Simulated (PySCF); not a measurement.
# S2F2: fields on a plane

All numbers come from PBE0/[S def2-TZVP, F def2-TZVP], no relativity, density fitting, PySCF.

The singlet minimum has S–F 1.606 Å (×2), S–S 1.859 Å; F–S–F 92.0°, F–S–S 107.9° (×2).

The plane holds S1 at (0.00, 0.00), S2 at (1.86, 0.00), F3 at (-0.49, 1.53) Å. Columns run from x = -2.55 to 4.05 Å, rows from y = 3.75 (top) to -1.95 Å, in steps of 0.3 Å. Other isomers or separated fragments may lie lower.

Question: Give the electron localisation function (set to 0 where the density is under 0.005 e/Å³). Lower edges of the bins: '0' 0.000, '1' 0.093, '2' 0.186, '3' 0.279, '4' 0.372, '5' 0.466, '6' 0.559, '7' 0.652, '8' 0.745, '9' 0.838; top 0.93.

Answer: 
```
00000000000000000000000
00000000000000000000000
00000000000000000000000
00000011110000000000000
00001345542000000000000
00024678874000010000000
00136888985000133310000
00258964884001566542000
00147971872014788864100
00025788852247899985200
00001357755677889986310
00000243003885003987410
00003660990881981787410
00015880990881981687410
00026996003875003886300
00025899877678889985200
00013689875468999874100
00001356642257888753000
00000123211136777531000
00000000000013554210000
```

Question: Give the lowest empty orbital (Å^-3/2) at -2.15 eV (cut at ±0.3; overall sign arbitrary). Every second row and column.

Answer: 
```
 0.00  0.00  0.00  0.01  0.01  0.00  0.00  0.00  0.00  0.00  0.00  0.00
 0.00  0.01  0.02  0.03  0.02  0.01  0.00  0.00 -0.01 -0.01  0.00  0.00
 0.01  0.02  0.04  0.07  0.05  0.02  0.00 -0.01 -0.02 -0.02 -0.01  0.00
 0.01  0.03  0.06  0.23  0.05  0.00 -0.01 -0.04 -0.05 -0.04 -0.02 -0.01
 0.01  0.02  0.01 -0.24 -0.30  0.00 -0.01 -0.10 -0.13 -0.08 -0.04 -0.01
 0.01  0.01  0.01 -0.03  0.09  0.19  0.03 -0.20 -0.26 -0.12 -0.04 -0.01
 0.00  0.00  0.01  0.05 -0.30  0.12  0.03  0.12 -0.11 -0.04 -0.01  0.00
-0.01 -0.02 -0.05 -0.18 -0.30 -0.30 -0.08  0.13  0.26  0.10  0.03  0.01
-0.01 -0.03 -0.07 -0.20 -0.30 -0.30 -0.08  0.10  0.17  0.10  0.04  0.01
-0.01 -0.02 -0.06 -0.11 -0.15 -0.13 -0.04  0.04  0.07  0.05  0.03  0.01
```
